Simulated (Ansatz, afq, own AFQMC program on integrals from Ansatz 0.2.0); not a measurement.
## HCl + CH2, triplet in cc-pVTZ along one coordinate

```xyz
5

Cl   -0.8719    0.0000    0.0000
H     0.4069    0.0000    0.0000
C     2.1151    0.0000    0.0000
H     2.5295    0.0000    0.9962
H     2.5295    0.0000   -0.9962
```

A hydrogen atom is moved from one rigid fragment to the other; the Cl1–H2 distance tells how far. The two fragments are held close together, so this isn't a minimum-energy path and the start is a compressed complex. Energies in kcal/mol count from this geometry (1.279 Å) at the same level; the start stands on UHF, each point on the determinant named.

Basis cc-pVTZ. Only valence electrons are correlated. AFQMC by an in-house program on the Cholesky factors that Ansatz 0.2.0 writes for its CCSD(T) run. ph-AFQMC/CISD is guided by a CISD state made of CCSD amplitudes; releasing the constraint for a short imaginary time cuts its bias at the price of noise, slowly where states lie close. Uncertainties: one standard error, sampling alone.

Cautions, each for one point or more: lower spins were not checked; unrestricted determinant slightly spin contaminated.

```tsv
r(Cl1–H2) / Å	det.	T1	weight	⟨S²⟩	CCSD(T)	ph-AFQMC/CISD	released AFQMC	PBE	wB97M-V
1.455	UHF	0.014	0.87	2.05	2.0	2.3 ± 0.2	2.0 ± 0.3	-2.7	0.8
1.544	UHF	0.016	0.86	2.07	3.1	3.3 ± 0.2	3.0 ± 0.3	-3.3	1.5
1.632	UHF	0.016	0.86	2.07	2.1	2.6 ± 0.1	–	-4.8	0.4
1.720	UHF	0.015	0.86	2.06	-0.9	-0.7 ± 0.2	-0.7 ± 0.3	-7.0	-2.3
1.897	UHF	0.012	0.87	2.03	-6.2	-5.6 ± 0.2	–	-8.0	-6.5
```

Weight is that of the determinant in the CISD state; at the start T1 is 0.011 and the weight 0.87, and ⟨S²⟩ is 2.02. A dash marks a missing value, a released energy that hasn't settled or a functional that sits on another state. Largest departures from phaseless AFQMC with a CISD trial: CCSD(T) -0.6 kcal/mol at 1.897 (on UHF), released AFQMC -0.3 kcal/mol at 1.544 (on UHF) (within the noise), PBE -7.4 kcal/mol at 1.632, wB97M-V -2.2 kcal/mol at 1.632. The walk's constraint bias lies outside its error bars, so these are departures and not errors. Functionals count only at points shown to share the start's state and spin.

Some points may be missing: those where a free walk finds a much lower state, and past Zn most of those on another determinant than at the start.

A walk keeps the symmetry of its determinant, which the program's search chose and which needn't be the lowest solution, so a lower state of the same spin and another symmetry isn't excluded. Released energies are given only where the last usable release times agree within the noise; a slower fall can still hide under it.
